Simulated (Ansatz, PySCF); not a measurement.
Reaction: ClF (SMILES FCl) → F (doublet) + Cl (doublet) (the Cl-F bond breaks)
Each species at its own B3LYP-D3(BJ)/def2-TZVP minimum (Ansatz, an electronic-structure program).

Property: bond dissociation energy (enthalpy at 298 K, ideal-gas terms from PySCF's Hessians at B3LYP-D3(BJ)/def2-TZVP), in kcal/mol. Radicals and triplets start from unrestricted determinants; spin-orbit coupling is neglected. CBS(X,Y): correlation extrapolated as X^-3, Hartree-Fock from the larger set (Q,5: extrapolated as (X+1)exp(-9√X)). A bracket is a step between two methods taken in the basis named. Functionals run without relativity, which enters their misses. Double hybrids freeze cores in their MP2 part. '+ core + X2C': CCSD(T) terms for core correlation (cc-pwCVTZ, 1s frozen past Ne) and scalar relativity (cc-pVTZ-DK).

From measured enthalpies of formation at 298 K: 61.3 kcal/mol (Active Thermochemical Tables 1.112 (ions: stationary electron), as tabulated in the package chemicals). The calculations leave out spin-orbit terms.

### Question
How far off this value is PBE/def2-TZVPD (Ansatz), in which direction, and which of these levels come nearer: r2SCAN/def2-TZVPD, B3LYP/def2-TZVPD, PBE0/def2-TZVPD, wB97M-V/def2-TZVPD, B2PLYP/def2-TZVPD, CCSD(T)/CBS(cc-pV(Q+d)Z,cc-pV(5+d)Z) + core + X2C?

### Answer
PBE gives 71.6 kcal/mol, 10.3 kcal/mol above it. Errors of the others: r2SCAN/def2-TZVPD (Ansatz) 0.3; B3LYP/def2-TZVPD (Ansatz) -1.3; PBE0/def2-TZVPD (Ansatz) -1.0; wB97M-V/def2-TZVPD (Ansatz) 1.6; B2PLYP/def2-TZVPD (Ansatz) -2.0; CCSD(T)/CBS(cc-pV(Q+d)Z,cc-pV(5+d)Z) + core + X2C (Ansatz) 1.0; CCSD(T)/CBS(cc-pV(Q+d)Z,cc-pV(5+d)Z) + [CCSDT(Q) - CCSD(T)]/cc-pV(Q+d)Z + [CCSDTQ - CCSDT(Q)]/cc-pV(D+d)Z + core + X2C (Ansatz) 1.3 kcal/mol. Nearer than PBE: r2SCAN/def2-TZVPD, B3LYP/def2-TZVPD, PBE0/def2-TZVPD, wB97M-V/def2-TZVPD, B2PLYP/def2-TZVPD, CCSD(T)/CBS(cc-pV(Q+d)Z,cc-pV(5+d)Z) + core + X2C, CCSD(T)/CBS(cc-pV(Q+d)Z,cc-pV(5+d)Z) + [CCSDT(Q) - CCSD(T)]/cc-pV(Q+d)Z + [CCSDTQ - CCSDT(Q)]/cc-pV(D+d)Z + core + X2C.
